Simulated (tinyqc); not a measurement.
Inside a calculation. Method: Pariser-Parr-Pople SCF with singles CI, for the molecule Clc1ccco1 (SMILES; centres numbered as the heavy atoms are written). Computed by tinyqc, a small Python program that keeps every step. Settings: charge = 0, gamma = Ohno, start = huckel, damping = 0, iteration cap = 83, excitations kept = 9. Command: `OMP_NUM_THREADS=1 python tinyqc.py 22350 22351 out.jsonl` (the two numbers bound the seeds that draw the settings). One thread of a shared host (Intel(R) Xeon(R) Processor @ 2.60GHz), about 0.01 s of CPU time with the checks. Later iterations appear only in the table of the cycle.

## PPP integrals

Centres (angstrom, eV; a flat drawing with bonds scaled to 1.40 angstrom):

| centre | x | y | core charge z | W | gamma_rr |
|---|---|---|---|---|---|
| 1Cl | 2.159000 | 0.000000 | 2 | 28.860000 | 12.570000 |
| 2C | 0.759000 | 0.000000 | 1 | 12.760000 | 11.780000 |
| 3C | -0.064000 | 1.133000 | 1 | 12.760000 | 11.780000 |
| 4C | -1.395000 | 0.700000 | 1 | 12.760000 | 11.780000 |
| 5C | -1.395000 | -0.700000 | 1 | 12.760000 | 11.780000 |
| 6O | -0.064000 | -1.133000 | 2 | 29.790000 | 20.800000 |

Resonance integrals (eV):

| i | j | beta |
|---|---|---|
| 1 | 2 | -1.630000 |
| 2 | 3 | -2.390000 |
| 3 | 4 | -2.390000 |
| 4 | 5 | -2.390000 |
| 5 | 6 | -2.100000 |
| 6 | 2 | -2.100000 |

Ohno: gamma = 14.399645/sqrt(R^2 + a^2), a = 2 x 14.399645/(gamma_rr + gamma_ss); H_rr = -W_r - sum_(s != r) z_s gamma_rs; H_rs = beta for bonds.

repulsion gamma_rs (eV):
```
           1Cl         2C         3C         4C         5C         6O
1Cl  12.570000   7.857016   5.214987   3.778960   3.778960   5.454161
2C    7.857016  11.780000   7.746636   5.594920   5.594920   8.695342
3C    5.214987   7.746636  11.780000   7.748843   5.594188   5.920151
4C    3.778960   5.594920   7.748843  11.780000   7.747777   5.921806
5C    3.778960   5.594920   5.594188   7.747777  11.780000   8.698464
6O    5.454161   8.695342   5.920151   5.921806   8.698464  20.800000
```

core matrix H (eV):
```
            1Cl          2C          3C          4C          5C          6O
1Cl  -60.398245   -1.630000    0.000000    0.000000    0.000000    0.000000
2C    -1.630000  -64.801192   -2.390000    0.000000    0.000000   -2.100000
3C     0.000000   -2.390000  -56.119942   -2.390000    0.000000    0.000000
4C     0.000000    0.000000   -2.390000  -53.253071   -2.390000    0.000000
5C     0.000000    0.000000    0.000000   -2.390000  -56.651732   -2.100000
6O     0.000000   -2.100000    0.000000    0.000000   -2.100000  -69.934085
```

## Starting guess

pi electrons, sum of z_r less the charge = 8

Orbitals of the Hueckel matrix of the beta values.

P at the start:
```
           1Cl         2C         3C         4C         5C         6O
1Cl   1.851043   0.356317  -0.252366   0.071221   0.111117  -0.260109
2C    0.356317   1.145900   0.626881  -0.207107  -0.230682   0.602216
3C   -0.252366   0.626881   1.266906   0.604477  -0.274191  -0.177539
4C    0.071221  -0.207107   0.604477   1.199822   0.679162  -0.292321
5C    0.111117  -0.230682  -0.274191   0.679162   1.217161   0.592316
6O   -0.260109   0.602216  -0.177539  -0.292321   0.592316   1.319169
```

## Iteration 1: Fock matrix

F_rr = H_rr + P_rr gamma_rr / 2 + sum_(s != r) P_ss gamma_rs; F_rs = H_rs - P_rs gamma_rs / 2; E = tr P (H + F) / 2 + core repulsion sum_(r<s) z_r z_s gamma_rs.

F (eV):
```
            1Cl         2C         3C         4C         5C          6O
1Cl  -16.825551  -3.029795   0.658042  -0.134570  -0.209954    0.709338
2C    -3.029795  -8.700462  -4.818108   0.579373   0.645323   -4.718238
3C     0.658042  -4.818108  -6.211898  -4.732000   0.766937    0.525530
4C    -0.134570   0.579373  -4.732000  -5.720679  -5.020998    0.865535
5C    -0.209954   0.645323   0.766937  -5.020998  -8.218416   -4.676120
6O     0.709338  -4.718238   0.525530   0.865535  -4.676120  -10.962036
```

pi energy = -144.555499 eV

## Iteration 1: orbitals and new P

Diagonalise F (the basis is taken as orthonormal) and form P = 2 sum c c over the lowest orbitals.

orbital energies (eV): -18.252151  -16.293356  -11.654103  -11.606912  -0.633025  1.800506

P after iteration 1:
```
           1Cl         2C         3C         4C         5C         6O
1Cl   1.948641   0.203103  -0.166918   0.021304   0.094115  -0.147158
2C    0.203103   1.195529   0.681097  -0.118766  -0.344827   0.568870
3C   -0.166918   0.681097   1.112141   0.636915  -0.144093  -0.263144
4C    0.021304  -0.118766   0.636915   1.058069   0.700582  -0.292563
5C    0.094115  -0.344827  -0.144093   0.700582   1.241271   0.549953
6O   -0.147158   0.568870  -0.263144  -0.292563   0.549953   1.444349
```

## Iteration 2: Fock matrix

As before.

F (eV):
```
            1Cl         2C         3C         4C         5C          6O
1Cl  -16.391119  -2.427893   0.435239  -0.040253  -0.177829    0.401311
2C    -2.427893  -8.409939  -5.028107   0.332243   0.964639   -4.573259
3C     0.435239  -5.028107  -6.452489  -4.857678   0.403041    0.778927
4C    -0.040253   0.332243  -4.857678  -6.180269  -5.103976    0.866250
5C    -0.177829   0.964639   0.403041  -5.103976  -8.305096   -4.491872
6O     0.401311  -4.573259   0.778927   0.866250  -4.491872  -10.242250
```

pi energy = -145.660183 eV

## Iteration 2: orbitals and new P

As before.

orbital energies (eV): -17.572466  -15.825238  -11.957540  -11.775552  -0.227491  1.377126

P after iteration 2:
```
           1Cl         2C         3C         4C         5C         6O
1Cl   1.970654   0.152416  -0.127783   0.014333   0.073443  -0.112568
2C    0.152416   1.206909   0.686458  -0.111682  -0.352513   0.570960
3C   -0.127783   0.686458   1.089918   0.640761  -0.129630  -0.277458
4C    0.014333  -0.111682   0.640761   1.047203   0.699104  -0.292870
5C    0.073443  -0.352513  -0.129630   0.699104   1.245048   0.552034
6O   -0.112568   0.570960  -0.277458  -0.292870   0.552034   1.440268
```

## Convergence

Stop when output and input P, before any damping, agree to 1e-7.

Course of the cycle:

| iteration | E (eV) | largest \|P(out) - P(in)\| |
|---|---|---|
| 1 | -144.55549918 | 1.55e-01 |
| 2 | -145.66018318 | 5.07e-02 |
| 3 | -145.73400837 | 1.80e-02 |
| 4 | -145.74322366 | 6.54e-03 |
| 5 | -145.74447658 | 2.42e-03 |
| 6 | -145.74465989 | 9.10e-04 |
| 7 | -145.74468996 | 3.65e-04 |
| 8 | -145.74469577 | 1.91e-04 |
| 9 | -145.74469711 | 1.02e-04 |
| 10 | -145.74469746 | 5.49e-05 |
| 11 | -145.74469756 | 3.00e-05 |
| 12 | -145.74469759 | 1.64e-05 |
| 13 | -145.74469760 | 9.07e-06 |
| 14 | -145.74469760 | 5.02e-06 |
| 15 | -145.74469761 | 2.78e-06 |
| 16 | -145.74469761 | 1.55e-06 |
| 17 | -145.74469761 | 8.59e-07 |
| 18 | -145.74469761 | 4.78e-07 |
| 19 | -145.74469761 | 2.66e-07 |
| 20 | -145.74469761 | 1.48e-07 |
| 21 | -145.74469761 | 8.24e-08 |

Converged in 21 iterations.

## Converged orbitals

Charges are z - P_rr.

orbital energies (eV): -17.434096  -15.829451  -12.059341  -11.860784  -0.259996  1.275123

coefficients:
```
          MO1        MO2        MO3        MO4        MO5        MO6
1Cl  0.736035   0.622234   0.001398   0.247494  -0.086742  -0.047935
2C   0.452967  -0.196113  -0.001409  -0.603535   0.534153   0.326779
3C   0.228137  -0.224235  -0.575499  -0.323895  -0.259045  -0.628061
4C   0.161925  -0.305811  -0.553281   0.313545  -0.281926   0.629561
5C   0.220256  -0.453009   0.030645   0.606889   0.526242  -0.316364
6O   0.355379  -0.474705   0.601447  -0.054398  -0.532578  -0.004825
```

pi charges: 1Cl 0.019644, 2C -0.215793, 3C -0.076869, 4C -0.048341, 5C -0.245967, 6O 0.567326

## Singles CI, singlets

Over the 8 single excitations with the smallest orbital gaps: A = (e_a - e_i) delta + 2 (ia|jb) - (ij|ab), with (pq|rs) = sum c_mp c_mq gamma_mn c_nr c_ns. f = 2/3 w |mu|^2 in atomic units, mu = sqrt2 sum c_ia sum_m c_mi c_ma R_m.

singlet CI matrix (eV):
```
           4>5        3>5        4>6        3>6        2>5        2>6        1>5        1>6
4>5   6.013254  -0.067999  -0.062660  -0.899602   0.146343  -0.275073   0.148383   0.012443
3>5  -0.067999   6.897380   1.083160   0.014779  -0.209478  -0.164133   0.090619  -0.137134
4>6  -0.062660   1.083160   7.411413   0.005933  -0.479339   0.195464   0.192317   0.269073
3>6  -0.899602   0.014779   0.005933   7.232466   0.124782  -0.179127   0.123399   0.171645
2>5   0.146343  -0.209478  -0.479339   0.124782   9.490532  -0.211255   0.561897  -0.397030
2>6  -0.275073  -0.164133   0.195464  -0.179127  -0.211255  11.236713  -0.461156   0.850577
1>5   0.148383   0.090619   0.192317   0.123399   0.561897  -0.461156  11.031808  -0.647188
1>6   0.012443  -0.137134   0.269073   0.171645  -0.397030   0.850577  -0.647188  13.086543
```

singlet excitation energies (eV): 5.500225  6.015822  7.693191  8.045470  9.533531  10.729003  11.131935  13.750933

oscillator strengths: 0.114970  0.032722  0.774687  0.844675  0.179709  0.008003  0.009300  0.007688

## Singles CI, triplets

Over the 8 single excitations with the smallest orbital gaps: A = (e_a - e_i) delta - (ij|ab), with (pq|rs) = sum c_mp c_mq gamma_mn c_nr c_ns.

triplet CI matrix (eV):
```
           4>5        3>5        4>6        3>6        2>5        2>6        1>5        1>6
4>5   3.689536   0.133318  -0.063229  -0.352624   0.300884  -0.891949   0.548690   0.536020
3>5   0.133318   3.165461  -0.352624  -0.009911   1.391783   0.054989  -1.034581   0.028554
4>6  -0.063229  -0.352624   5.779798  -0.046121  -0.891949   0.404293   0.536020   0.461755
3>6  -0.352624  -0.009911  -0.046121   5.170958   0.054989  -0.771345   0.028554   0.576724
2>5   0.300884   1.391783  -0.891949   0.054989   7.745002  -0.107093   1.690996  -0.458236
2>6  -0.891949   0.054989   0.404293  -0.771345  -0.107093  10.749195  -0.458236   1.150426
1>5   0.548690  -1.034581   0.536020   0.028554   1.690996  -0.458236  10.005760  -0.792895
1>6   0.536020   0.028554   0.461755   0.576724  -0.458236   1.150426  -0.792895  12.773345
```

triplet excitation energies (eV): 2.462574  3.347778  5.166515  5.203706  8.033969  10.438614  10.712694  13.713206
